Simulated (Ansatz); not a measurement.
`[Cl][Mg][Cl]` + NH₃ → `[NH2][Mg][Cl]` + HCl at 600 K and 1 bar (ligand exchange at a Mg–Cl bond).

Calculated with Ansatz (gas phase, PBE0-D4/def2-TZVP geometries, no zero-point term in ΔE). CCSD(T)/CBS adds triple-zeta CCSD(T) − MP2 to the extrapolated MP2 energy (def2 sets, frozen cores). This one scheme is used for every species. For Mg outer-core shells are correlated without core-valence functions, which leaves a few kJ/mol of doubt a bond. Each species was taken in one conformer, which may not be the lowest.

| species | CCSD(T)/CBS energy (Eh) | H − E (kJ/mol) | S (J/(mol·K)) |
| --- | --- | --- | --- |
| `[Cl][Mg][Cl]` | -1119.60463 | 38.6 | 313.0 |
| NH₃ | -56.50880 | 112.4 | 219.5 |
| `[NH2][Mg][Cl]` | -715.67895 | 105.7 | 343.6 |
| HCl | -460.38127 | 35.4 | 207.2 |

H − E and S are ideal-gas, rigid-rotor, harmonic terms from PBE0-D4/def2-TZVP, for one conformer and one mirror image of each species. 1 Eh = 2625.50 kJ/mol, R = 8.31446 J/(mol·K).

Task: By hand: ΔE, ΔH, ΔS and ΔG.

Result: ΔE = (-715.67895) + (-460.38127) − (-1119.60463) − (-56.50880) = 0.05321 Eh = 139.7 kJ/mol. Δ(H − E) = 105.7 + 35.4 − 38.6 − 112.4 = -9.9, so ΔH = 129.8 kJ/mol. ΔS = 343.6 + 207.2 − 313.0 − 219.5 = 18.3 J/(mol·K). ΔG = 129.8 − 600 × (18.3)/1000 = 118.8 kJ/mol.

Task: By hand: the equilibrium constant, and the temperature at which ΔG would vanish if ΔH and ΔS stayed fixed.

Result: log₁₀ K = −ΔG/(RT ln 10) = -10.3. ΔG = 0 at ΔH/ΔS = 7093 K, far beyond where these terms or the molecules hold.

ΔH outweighs TΔS. A doubt of 5 kJ/mol in ΔE shifts log₁₀ K by 0.4 here. Other conformers and mirror images would add mixing entropy, several J/(mol·K) or more a flexible species. These are equilibria of isolated gas molecules and say nothing of rates. Largest T1 diagnostic: 0.008 (customary marks: 0.02 for closed shells, 0.045 for open ones).
